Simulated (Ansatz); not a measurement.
Born–Oppenheimer molecular dynamics of AlH6NS (9 atoms, charge 0, multiplicity 1). It starts at the highest image of a converged band, a first-order saddle point between two minima.

Method: Ansatz, RKS CAM-B3LYP/def2-SVP.

```json
{
  "ensemble": "NVE (velocity Verlet)",
  "time step": "0.5 fs",
  "steps asked": "200",
  "starting velocities drawn for": "300 K",
  "seed": "10756"
}
```

First frame:

```xyz
9
Properties=species:S:1:pos:R:3
Al 0.002 0.210 0.188
N -0.030 0.041 2.053
H -0.823 -0.401 2.516
H 0.814 -0.218 2.562
H 1.444 0.126 -0.456
H -1.339 -0.218 -0.537
S -0.311 2.673 0.757
H -1.660 2.631 0.737
H -0.209 1.672 1.826
```

(1) How far do the bonds stretch over the last three quarters of this one trajectory? (Pairs bonded in most of those frames.)

Results:

(1) 
```json
{"bond": "Al1–N2", "mean (Å)": "1.822", "spread (Å)": "0.029", "shortest": "1.75", "longest": "1.87"}
{"bond": "Al1–H5", "mean (Å)": "1.586", "spread (Å)": "0.006", "shortest": "1.57", "longest": "1.60"}
{"bond": "Al1–H6", "mean (Å)": "1.588", "spread (Å)": "0.006", "shortest": "1.58", "longest": "1.60"}
{"bond": "Al1–S7", "mean (Å)": "2.688", "spread (Å)": "0.108", "shortest": "2.55", "longest": "2.89"}
{"bond": "N2–H3", "mean (Å)": "1.017", "spread (Å)": "0.008", "shortest": "1.00", "longest": "1.03"}
{"bond": "N2–H4", "mean (Å)": "1.017", "spread (Å)": "0.009", "shortest": "1.00", "longest": "1.03"}
{"bond": "S7–H8", "mean (Å)": "1.351", "spread (Å)": "0.023", "shortest": "1.32", "longest": "1.39"}
{"bond": "S7–H9", "mean (Å)": "1.374", "spread (Å)": "0.054", "shortest": "1.29", "longest": "1.49"}
```

Mean temperature of the second half: 224 K. The conserved energy stayed within 0.091 meV per atom of its start (net change 0.03 meV per atom), so the integration is sound. A run of 0.1 ps of so small a system gives no equilibrium averages. The orbitals stay closed-shell, which can raise the energy where a bond breaks towards radicals; this wasn't checked here.

Run time: 5.3 min on 2 threads of Arm Neoverse V1, with other jobs on the host, peak memory 0.17 GiB.
